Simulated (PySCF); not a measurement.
Process, species as SMILES: S=C=S + 4 [H][H] (H2) → C (CH4) + 2 S (H2S)
B3LYP-D3(BJ)/def2-TZVP geometries, fixed; electronic energies without zero-point terms.

Basis-set convergence of the energy of full hydrogenation at PBE0 with PySCF. All functions are spherical. Density fitting with generated auxiliary sets. No added dispersion term, no relativity. Functions are those of the species that has most. Reference: the value in def2-QZVPPD, -76.28 kcal/mol, itself unsure by roughly 0.17 kcal/mol (its mean distance from pcseg-3, def2-QZVPP, cc-pV(Q+d)Z). Deviations are taken from unrounded values.

| basis | functions | energy of full hydrogenation (kcal/mol) | minus reference (kcal/mol) |
|---|---|---|---|
| 6-31G** | 50 | -75.01 | 1.27 |
| pcseg-1 | 50 | -78.89 | -2.61 |
| 6-311G** | 70 | -77.49 | -1.21 |
| def2-SVPD | 74 | -86.82 | -10.54 |
| aug-pcseg-1 | 77 | -80.31 | -4.04 |
| 6-311+G** | 82 | -76.85 | -0.58 |
| pcseg-2 | 98 | -76.12 | 0.16 |
| cc-pV(T+d)Z | 108 | -75.93 | 0.35 |
| def2-TZVPP | 115 | -75.53 | 0.75 |
| def2-TZVPD | 129 | -75.20 | 1.08 |
| 6-311++G(3df,3pd) | 133 | -76.54 | -0.26 |
| aug-pcseg-2 | 146 | -76.76 | -0.48 |
| pcseg-3 | 192 | -76.22 | 0.05 |
